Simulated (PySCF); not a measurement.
## Bond curve of SiCl⁺

Set-up: Si def2-TZVP, Cl def2-TZVP; no relativity (PySCF 2.14). Energies in eV from Si⁺ + Cl in their ground configurations at the same level. State: ¹Σ⁺ (singlet), closed shell.

All columns are PBE0. A positive dipole points towards Cl; it is taken about the centre of mass and depends on that origin.

```
R (Å)  E (eV)  μ (D)  Mulliken charge on Si (basis-dependent)  HOMO (eV)  LUMO (eV)  Mayer bond order  ⟨S²⟩
1.684  -3.764  -1.46                                     0.65     -15.71      -8.93              1.97  0.00
1.762  -4.595  -1.97                                     0.72     -15.88      -9.12              1.90  0.00
1.841  -5.049  -2.51                                     0.79     -16.03      -9.32              1.83  0.00
1.899  -5.208  -2.91                                     0.83     -16.12      -9.46              1.79  0.00
1.958  -5.252  -3.32                                     0.87     -16.19      -9.59              1.74  0.00
2.017  -5.207  -3.73                                     0.90     -16.24      -9.72              1.71  0.00
2.095  -5.045  -4.28                                     0.94     -16.25      -9.89              1.66  0.00
2.193  -4.730  -4.95                                     0.97     -15.98     -10.09              1.61  0.00
2.310  -4.255  -5.73                                     1.01     -15.51     -10.31              1.56  0.00
2.467  -3.549  -6.70                                     1.04     -14.96     -10.57              1.50  0.00
```

A fit through these points gives, at Re = 1.955 Å, μ = -3.30 D and dμ/dR = -7.01 D/Å; the reduced mass is 15.54 u.

Problem. How strong is the fundamental in the double-harmonic approximation, I = 42.26·(dμ/dR)²/μred km/mol?

Solution. I = 42.26·(-7.01)²/15.54 = 134 km/mol at PBE0.

For an ion De counts to the pair picked by the measured ionisation energies or electron affinities, which need not be the lowest pair at this level.
